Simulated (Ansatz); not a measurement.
What does this script print? It uses Ansatz 0.2.0, Python API.

`run_conformers.py`:
```python
"""Rank force-field conformers of C3H9NS by single points."""

import ansatz
from rdkit import Chem
from rdkit.Chem import AllChem

BASIS_SET = "def2-SVP"
FUNCTIONAL = "hf"

rd = Chem.AddHs(Chem.MolFromSmiles("CCSCN"))
ids = list(AllChem.EmbedMultipleConfs(rd, numConfs=20, randomSeed=136, pruneRmsThresh=0.4))
field = [energy for _, energy in AllChem.MMFFOptimizeMoleculeConfs(rd)]
distinct = {round(e, 2): i for i, e in zip(ids, field)}
chosen = sorted(distinct.items())[:4]
found = []
for force_field, index in chosen:
    c3h9ns = ansatz.Crystal.molecule()
    for atom, xyz in zip(rd.GetAtoms(), rd.GetConformer(index).GetPositions()):
        c3h9ns = c3h9ns.atom(atom.GetSymbol(), xyz.round(5).tolist())
    calculation = c3h9ns.calculation().basis(gaussian=BASIS_SET).functional(FUNCTIONAL).scf(lower_state_search="off")
    found.append(calculation.run(threads=1).report["free_energy_ev"])
print("conformer   MMFF (kcal/mol)   this level (kJ/mol)")
for (force_field, index), e in zip(chosen, found):
    print(f"{index:9d} {force_field - chosen[0][0]:17.2f} {96.485332 * (e - min(found)):17.3f}")
```

Running `python run_conformers.py` prints:
```text
conformer   MMFF (kcal/mol)   this level (kJ/mol)
        6              0.00             5.453
        5              0.31             3.377
        7              1.47             0.959
        3              1.60             0.000
```

What to keep in mind:
- These settings explore the input space; basis and method may be short of convergence.
- The conformers keep their force-field geometries.
- Finished in 5.5 s on 1 thread of Arm Neoverse V1, on a shared host, peak memory 0.34 GiB.
